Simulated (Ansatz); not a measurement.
in.yaml

```yaml
crystal:
  periodic: [false, false, false]
  atoms:
    - {symbol: C, position_ang: [0.123775, -1.188200, 1.720998]}
    - {symbol: Ga, position_ang: [-0.041099, 0.307659, 0.495236]}
    - {symbol: Cl, position_ang: [0.035521, -0.251003, -1.583987]}
    - {symbol: H, position_ang: [0.118630, 1.705454, 0.949831]}
basis:
  gaussian: {orbitals: 6-31G}
magnetization: {spin_polarized: false, initial_magnetization: 3}
correlation: {method: mp2, electrons: outside_noble_gas}
```

```sh
$ ansatz run in.yaml --threads 1 --pin off --events-out ev --progress --plain --max-ram 2393MiB
```

Log:

```
553 factors; integrals over basis functions are off by at most 6.3e-4 eV
mean field evaluation 1: about -65869.5392 eV, gradient 1.5e1 eV
mean field evaluation 2: about -65869.5938 eV, gradient 1.5e1 eV
mean field evaluation 4: about -65871.6185 eV, gradient 2.9e0 eV
mean field evaluation 8: about -65871.7813 eV, gradient 4.6e-1 eV
mean field evaluation 16: about -65871.7848 eV, gradient 3.0e-6 eV
mean field -65871.78476607 eV, -2420.7434406538 hartree, gradient 3.0e-6 eV, S^2 3.750000; 0 other end points of the search recorded, 0 dependent functions left out
20 core orbitals not correlated: weight in the atoms' cores, before any rotation towards them, 0.975 or more for the frozen orbitals, at most 0.027 for the correlated occupied ones
reference -65871.78476607 eV, -2420.7434406538 hartree; 9, 6 occupied and 24, 27 virtual orbitals, 553 factors
second order -2.76202170 eV of doubles, -0.02592807 eV of singles
Total energy: -65874.57271584 eV, -2420.8458959182 hartree
```

Ran on 1 thread of Arm Neoverse V1, shared host: 1.1 s wall, 0.21 GiB peak host memory.
